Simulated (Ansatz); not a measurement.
```yaml
crystal:
  periodic: [false, false, false]
  atoms:
    - {symbol: B, position_ang: [-1.638211, -0.463998, -0.004081]}
    - {symbol: P, position_ang: [-0.077626, 0.205332, 0.001929]}
    - {symbol: B, position_ang: [1.615848, -0.161464, -0.001755]}
    - {symbol: H, position_ang: [2.625284, 0.398791, 0.003321]}
basis:
  gaussian: {orbitals: def2-TZVP}
magnetization: {spin_polarized: true, initial_magnetization: 2}
hamiltonian: {xc: pbe0}
relax: {f_tol: 0.004, max_steps: 80}
```

```sh
$ ansatz run in.yaml --threads 1 --pin off --events-out ev --progress --plain --max-ram 2176MiB
```

Steps of the relaxation (energy above the last step; positions in Å, forces in eV/Å):

```
4
step 1, 84.9 meV
B    -1.638   -0.464   -0.004   -0.804   -0.501   -0.005
P    -0.078    0.205    0.002    0.034    0.755    0.007
B     1.616   -0.161   -0.002    0.061   -0.552   -0.005
H     2.625    0.399    0.003    0.709    0.298    0.003
```

```
4
step 2, 46.5 meV
B    -1.650   -0.484   -0.004   -0.380   -0.337   -0.003
P    -0.092    0.229    0.002    0.013    0.552    0.005
B     1.613   -0.155   -0.002    0.179   -0.286   -0.003
H     2.654    0.389    0.003    0.187    0.071    0.001
```

```
4
step 3, 16.7 meV
B    -1.645   -0.533   -0.005    0.218   -0.005    0.000
P    -0.114    0.300    0.003   -0.124    0.126    0.001
B     1.600   -0.144   -0.002    0.171   -0.056   -0.001
H     2.684    0.356    0.003   -0.264   -0.065   -0.001
```

```
4
step 5, 1.0 meV
B    -1.593   -0.550   -0.005    0.083    0.026    0.000
P    -0.111    0.362    0.003   -0.120   -0.017    0.000
B     1.591   -0.201   -0.002    0.089    0.059    0.001
H     2.637    0.368    0.003   -0.053   -0.068   -0.001
```

```
4
step 7, 0.0 meV
B    -1.584   -0.559   -0.005   -0.001   -0.001    0.000
P    -0.118    0.373    0.004    0.005    0.001    0.000
B     1.586   -0.189   -0.002   -0.007   -0.001    0.000
H     2.642    0.353    0.003    0.003    0.002    0.000
```

```
4
step 8, 0.0 meV
B    -1.584   -0.559   -0.005    0.000    0.000    0.000
P    -0.118    0.373    0.004    0.000    0.000    0.000
B     1.585   -0.189   -0.002    0.000    0.000    0.000
H     2.642    0.353    0.003    0.000    0.000    0.000
```

Close pairs at the end: B3–H4 1.187 Å, B1–P2 1.737 Å, P2–B3 1.794 Å.

A stationary point of unrestricted PBE0 after 8 steps, with ⟨S²⟩ = 2.093 against 2.00 for a pure state; no frequencies were run, so it isn't proven a minimum. 43 s on 1 thread of Arm Neoverse V1, shared host.
